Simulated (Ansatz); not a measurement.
AlH7Si2 (`[AlH2][SiH2][SiH3]`), relaxed with RKS PBE-D4/def2-SVP in Ansatz 0.2.0 from a rough embedded geometry. The force threshold is 0.03 eV/Å; the program also tests the step.

Charge 0, multiplicity 1.

Start:

```xyz
10

Al    0.442   -1.503    1.332
Si   -0.875   -0.181   -0.028
Si    0.418    1.423   -0.837
H     1.782   -2.020    0.757
H    -0.340   -2.635    2.259
H    -2.000    0.403    0.747
H    -1.433   -0.970   -1.150
H    -0.436    2.317   -1.759
H     0.930    2.287    0.282
H     1.512    0.879   -1.604
```

Task: By how much does the energy fall, and how many steps does the optimiser take? (Best estimate.)

Result: Computed: 0.63 eV, in 15 steps.

Task: Which bonds change most? (An estimate is asked.)

Result: Computed: Si2–Si3 from 2.214 to 2.360 Å; Al1–Si2 from 2.309 to 2.453 Å; Si3–H10 from 1.442 to 1.507 Å; Al1–H5 from 1.659 to 1.603 Å.

Task: Give the relaxed structure. (An estimate is asked.)

Result: The calculation gave: 
```xyz
10

Al    0.384   -1.816    1.247
Si   -0.937   -0.298   -0.157
Si    0.374    1.557   -0.794
H     1.554   -2.682    0.576
H     0.135   -1.914    2.828
H    -2.177    0.225    0.530
H    -1.373   -0.973   -1.438
H    -0.405    2.523   -1.646
H     0.869    2.291    0.426
H     1.576    1.087   -1.572
```
